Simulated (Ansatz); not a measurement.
# C₃HO₂ radical: up Jacob's ladder to CCSD(T)

One table from this session's results is given with a row withheld; the runs are named, their logs left out.

Computed with Ansatz 0.2.0, Gaussian basis. Level: functionals in def2-TZVPP, the program's frozen cores in correlated methods.

Levels to be run: LDA (SPW92), PBE-D4, revPBE-D4, BLYP-D4, r2SCAN-D4, B97M-V, PBE0-D4, B3LYP-D4, r2SCANh-D4, r2SCAN0-D4, HSE06-D4, BHLYP-D4, CAM-B3LYP-D4, LC-ωPBE, ωB97X-V, ωB97M-V, B2PLYP, PBE-QIDH; CCSD(T)/def2-SVP; CCSD(T)/def2-TZVPP; CCSD(T)/def2-QZVPP; extrapolation to the limit; RPA on PBE.

## Structure used throughout

An earlier PBE0-D4 in a triple-zeta def2 set relaxation fixed the geometry.

SMILES `C#CO[C]=O`, 6 atoms, charge 0, spin multiplicity 2.

Atoms are counted from 1 here; the program's logs count them from 0.

Bond lengths: C1–C2 1.194 Å, C1–H6 1.063 Å, C2–O3 1.318 Å, O3–C4 1.354 Å, C4–O5 1.169 Å. Angles: C2–C1–H6 179.8°, C1–C2–O3 177.4°, C2–O3–C4 117.6°, O3–C4–O5 130.4°.

Set-up of the first run:

Input file in.yaml:

```yaml
crystal:
  periodic: [false, false, false]
  atoms:
    - {symbol: C, position_ang: [-1.351104, -0.394390, 0.606302]}
    - {symbol: C, position_ang: [-0.166988, -0.308364, 0.480435]}
    - {symbol: O, position_ang: [1.146776, -0.243809, 0.391647]}
    - {symbol: C, position_ang: [1.673116, 0.406506, -0.672665]}
    - {symbol: O, position_ang: [1.146736, 0.944865, -1.566569]}
    - {symbol: H, position_ang: [-2.406436, -0.468809, 0.714750]}
basis:
  gaussian: {orbitals: def2-TZVPP}
magnetization: {spin_polarized: true, initial_magnetization: 1}
hamiltonian: {xc: lda}
output: {orbitals: {seedname: orbitals}}
```

On the command line:

```
$ ansatz run in.yaml --threads 2 --pin off --events-out ev --progress --plain --max-ram 32768MiB --backend cpu
```

Among the steps run: LDA; PBE-D4 (GGA); revPBE-D4 (GGA); BLYP-D4 (GGA); r2SCAN-D4 (meta-GGA); B97M-V (meta-GGA); PBE0-D4 (hybrid); B3LYP-D4 (hybrid); r2SCANh-D4 (hybrid); r2SCAN0-D4 (hybrid); HSE06-D4 (hybrid); BHLYP-D4 (hybrid); CAM-B3LYP-D4 (range-separated); LC-ωPBE (range-separated); ωB97X-V (range-separated); ωB97M-V (range-separated); B2PLYP (double hybrid); PBE-QIDH (double hybrid).

One table of the session follows, with a row left open; its other results are not shown here.

It belongs to the step «Frontier levels by functional». 

| functional | HOMO (eV) | LUMO (eV) | gap (eV) |
| --- | --- | --- | --- |
| LDA (SPW92) | -6.25 | -4.83 | 1.42 |
| PBE-D4 | -6.22 | -4.39 | 1.84 |
| revPBE-D4 | -6.17 | -4.27 | 1.90 |
| BLYP-D4 | -6.10 | -4.43 | 1.67 |
| r2SCAN-D4 | -6.73 | -3.87 | 2.87 |
| B97M-V | -6.60 | -4.17 | 2.43 |
| PBE0-D4 | ? | ? | ? |
| B3LYP-D4 | -7.58 | -3.66 | 3.92 |
| r2SCANh-D4 | -7.34 | -3.43 | 3.92 |
| r2SCAN0-D4 | -8.25 | -2.78 | 5.47 |
| HSE06-D4 | -7.47 | -3.56 | 3.91 |
| BHLYP-D4 | -9.40 | -2.10 | 7.30 |
| CAM-B3LYP-D4 | -9.33 | -2.15 | 7.18 |
| LC-ωPBE | -10.72 | -0.57 | 10.15 |
| ωB97X-V | -10.26 | -1.05 | 9.21 |
| ωB97M-V | -10.02 | -1.26 | 8.76 |

Estimate the missing values for PBE0-D4.

As computed: HOMO (eV): -7.88; LUMO (eV): -3.17; gap (eV): 4.71. In the column «HOMO (eV)» it lies between r2SCAN0-D4 (-8.25) and B3LYP-D4 (-7.58).
